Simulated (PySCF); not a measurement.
**How exact exchange moves a shielding**

Molecule: SMILES C=CC(=O)F, C3H3FO.

Molfile (atoms numbered from 1):
```
C3H3FO
     RDKit          3D

  8  7  0  0  0  0  0  0  0  0999 V2000
    0.9872    0.7719   -0.0772 C   0  0  0  0  0  0  0  0  0  0  0  0
    0.1410   -0.1013    0.4733 C   0  0  0  0  0  0  0  0  0  0  0  0
   -0.9898   -0.6348   -0.3103 C   0  0  0  0  0  0  0  0  0  0  0  0
   -1.2779   -0.3954   -1.4357 O   0  0  0  0  0  0  0  0  0  0  0  0
   -1.7252   -1.4821    0.4223 F   0  0  0  0  0  0  0  0  0  0  0  0
    0.8450    1.0942   -1.1130 H   0  0  0  0  0  0  0  0  0  0  0  0
    1.8321    1.1794    0.4828 H   0  0  0  0  0  0  0  0  0  0  0  0
    0.2444   -0.4508    1.5032 H   0  0  0  0  0  0  0  0  0  0  0  0
  1  2  2  0
  2  3  1  0
  3  4  2  0
  3  5  1  0
  1  6  1  0
  1  7  1  0
  2  8  1  0
M  END
```

GIAO shieldings (ppm, equivalent atoms averaged) in PySCF on the PBE0-D3(BJ)/def2-SVP geometry, basis pcSseg-2, gas phase, non-relativistic:

```tsv
functional	exact exchange (%)	σ(C2)	σ(F5)
BLYP	0	40.2	115.7
BP86	0	44.2	115.1
PBE	0	44.0	113.1
B3LYP	20	44.0	135.9
mPW1PW91	25	48.1	139.3
HF	100	62.3	199.7
```

**Question.** Fit each shielding as a line in the percentage of exact exchange.

**Answer.** σ(C2) = 42.4 + 0.20 x (rms 1.7 ppm); σ(F5) = 116.0 + 0.85 x (rms 2.0 ppm). The functionals also differ in their semilocal parts, which the line can't hold; Hartree–Fock has no correlation at all.

**Question.** What does the line predict for PBE0 (25 %), and what does the run give?

**Answer.** σ(C2): 47.4 predicted, 48.8 computed; σ(F5): 137.2 predicted, 138.4 computed ppm.
